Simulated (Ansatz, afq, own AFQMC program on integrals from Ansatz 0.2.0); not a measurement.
AFQMC on a folder of integrals that Ansatz 0.2.0 wrote.

```yaml
crystal:
  periodic: [false, false, false]
  atoms:
    - {symbol: Si, position_ang: [0.000000, -0.036792, 1.649022]}
    - {symbol: Ge, position_ang: [0.000000, -0.003695, -0.646339]}
    - {symbol: H, position_ang: [0.000000, 1.291472, 0.631435]}
basis:
  gaussian: {orbitals: aug-cc-pVDZ}
magnetization: {spin_polarized: true, initial_magnetization: 1}
correlation: {method: ccsd_t, electrons: outside_noble_gas, hamiltonian_folder: ham}
```

```sh
$ ansatz run in.yaml --threads 1 --pin off --events-out ev --progress --plain --max-ram 16896MiB --backend cuda --devices 0, --max-vram 18GiB
```

Options of the walk:

```
--method phaseless --trial hf --walkers 3600 --populations 20 --least-time 40 --time-step 0.005 --steps-per-block 20 --equilibration-blocks 112 --max-blocks 4000 --target-error 0.0009000 --factor-cut 1e-05 --start spin_pure --seed 9673 --taylor-order 6
```

Times are imaginary, in 1/Eh. The walk had a cap of 97 s. With eight or more populations the least sampling time is a fifth of least-time, and the error comes from their spread. Filled inner d shells are frozen with the cores.

afq prints:

```
orbitals 53  electrons 5 4  factors 437 of 773
reference energy -2364.77201144 Eh
CCSD correlation -0.18855548 Eh in 12 cycles, weight of the determinant in the CISD state 0.8542
energy of the start -2364.772110 Eh
 block  time / (1/Eh)  mean weight  energy / Eh
     1     0.100  1.0004  -2364.797277
     2     0.200  1.0006  -2364.817849
     3     0.300  1.0008  -2364.836179
     4     0.400  1.0011  -2364.851752
     5     0.500  1.0010  -2364.864819
    10     1.000  1.0006  -2364.911190
    31     3.100  1.0000  -2364.959437
    37     3.700  1.0000  -2364.962883
    67     6.700  1.0000  -2364.970249
    85     8.500  1.0003  -2364.975227
    97     9.700  1.0000  -2364.970030
   127    12.700  1.0000  -2364.967780
   157    15.700  1.0002  -2364.967513
   187    18.700  1.0002  -2364.964051
   217    21.700  1.0001  -2364.974154
   247    24.700  1.0000  -2364.968676
   271    27.100  1.0002  -2364.969093
error from the spread of 20 populations
energy -2364.968927 +/- 0.000867 Eh
(rows thinned)
```

The run passed its tests (sampling time, drift between the halves within three errors, error under three times the target), which doesn't prove that it has relaxed. The second half of the sampling lies below the first by 1.8 errors of their difference, so the energy may still be moving and its error bar be too small.

Against this walk (error 23.6 meV) on the same determinant: CCSD(T) 20.5 meV lower (within the noise), CCSDT(Q) 79.2 meV lower, a separate phaseless walk with a CISD trial and standard settings 51.6 ± 24.0 meV lower. The error is statistical and leaves out the bias of the constraint. CCSDT(Q) is the surest value here, so the walk's 79 meV above it is most likely the bias of the constraint with this trial, which can have either sign.

Cautions: constraint bias not in the error; no relativity below Rb; no spin-orbit coupling; inner d shell frozen.

The walk took 31 s on 1 × NVIDIA H100 80GB HBM3 with 2 threads of AMD EPYC 7R13 Processor (Zen 3), on a shared host (the card was shared). The log's last line is the phaseless energy.

CCSDT and higher add their correlation energy to the determinant of the CCSD(T) run, since their own runs factorise the integrals more tightly (a shift of under 2 meV). A walk keeps the symmetry of its determinant, which the program's search chose and which needn't be the lowest solution, so a lower state of the same spin and another symmetry isn't excluded.
